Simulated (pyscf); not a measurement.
# Substitution at C: H₃C–Br + CH₃• -> H₃C–CH₃ + Br•

Gas phase, doublet surface, charge 0. Bonds broken: C1–Br2. Bonds formed: C1–C6. Single points on ωB97X-D3(BJ)/def2-SVP structures (PySCF, gas phase).

Transition state (Å):

```xyz
9

C      0.1301     0.3767    -0.1502
Br     1.5147     0.8159    -1.8445
H      0.6058     1.0999     0.5094
H     -0.7546     0.6635    -0.7155
H      0.4212    -0.6709    -0.1004
C     -1.1676    -0.0351     1.4379
H     -1.8235    -0.8057     1.0202
H     -0.4865    -0.3766     2.2240
H     -1.6418     0.9348     1.6189
```

One imaginary mode, 903i cm⁻¹; descent along it reached the two sides named.

| bond | change | reactant side (Å) | saddle | product side |
|---|---|---|---|---|
| C1–Br2 | breaks | 1.930 | 2.232 | 3.3 |
| C1–C6 | forms | 3.4 | 2.092 | 1.528 |

Electronic energies relative to the separated reactants (eV):

| level | barrier | reaction energy | reverse barrier |
|---|---|---|---|
| ωB97X-D3(BJ)/def2-TZVP | 0.84 | -0.92 | 1.76 |
| PBE/def2-TZVP | 0.50 | -0.80 | 1.31 |
| r²SCAN/def2-TZVP | 0.63 | -0.69 | 1.32 |
| B3LYP-D3(BJ)/def2-TZVP | 0.62 | -0.87 | 1.50 |
| PBE0-D3(BJ)/def2-TZVP | 0.68 | -0.86 | 1.53 |
| M06-2X/def2-TZVP | 0.78 | -1.01 | 1.79 |
| ωB97M-D3(BJ)/def2-TZVP | 0.81 | -1.01 | 1.82 |
| HF/def2-TZVP | 1.35 | -0.96 | 2.31 |

With ωB97M-D3(BJ)/def2-TZVP energies and thermal terms (ideal gas, 1 atm, RRHO with modes under 100 cm⁻¹ raised to 100, one conformer, R ln 2 for rigid chiral ones), in eV:

```json
[
 {"T (K)": "298", "ΔH‡": "0.89", "ΔG‡": "1.30", "ΔH": "-0.83", "ΔG": "-0.69"},
 {"T (K)": "600", "ΔH‡": "0.89", "ΔG‡": "1.71", "ΔH": "-0.85", "ΔG": "-0.54"},
 {"T (K)": "900", "ΔH‡": "0.91", "ΔG‡": "2.12", "ΔH": "-0.84", "ΔG": "-0.39"},
 {"T (K)": "1200", "ΔH‡": "0.93", "ΔG‡": "2.52", "ΔH": "-0.82", "ΔG": "-0.25"}
]
```

One saddle was located; it need not be the lowest between these sides. The angle at the attacked C is 180°. Left out: orbital degeneracy and the spin-orbit lowering of Br, which is large for Br, Se, Te and I. Elements up to Kr have no core potential and no relativistic terms here.
